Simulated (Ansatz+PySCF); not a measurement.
## triplet C₄H₆: levels of theory in one basis

```xyz
10

C     0.0000    0.0000    0.0000
C     1.4143    0.0000    0.0000
C    -0.7072    1.2248    0.0000
C    -0.7072   -1.2248    0.0000
H     1.9765   -0.9363    0.0000
H     1.9765    0.9363    0.0000
H    -1.7991    1.2436    0.0000
H    -0.1774    2.1799    0.0000
H    -1.7991   -1.2436    0.0000
H    -0.1774   -2.1799    0.0000
```

Basis set: def2-SVP (spherical functions). Frozen core: 4 orbitals. Correlation on ROHF uses semicanonical orbitals with singles. Charge 0, multiplicity 3.

Computed with Ansatz (development build ahead of 0.2.0); each method stands on the lowest determinant of its kind that the runs found. NEVPT2 correlates all electrons. Active spaces start from the frontier orbitals, and the lowest solution found is given.

| method | E − E(ROHF) (eV) | <S²> of the determinant |
| --- | --- | --- |
| ROHF | 0.00 | 2.00 |
| UHF | -0.93 | 2.20 |
| ROHF-MP2 | -14.18 | – |
| CASSCF(4,4) | -1.08 | – |
| SC-NEVPT2(4,4) | -14.56 | – |

Q: What does UHF-MP2 give on the same scale?

A: -13.87 eV.

Q: Is a single determinant a sound starting point here?

A: Only with care. Unrestricted orbitals gain 0.93 eV and <S²> is 2.20 against 2.00 for a pure state, a contamination that matters most for the unrestricted series. The CASSCF(4,4) natural occupations are 1.91, 1.00, 1.00, 0.09.

Caution for ROHF, ROHF-MP2: an unrestricted determinant lies well below. Caution for UHF, UHF-MP2: the unrestricted determinant is spin contaminated. Caution for CASSCF(4,4): other starts end on other solutions of this active space.
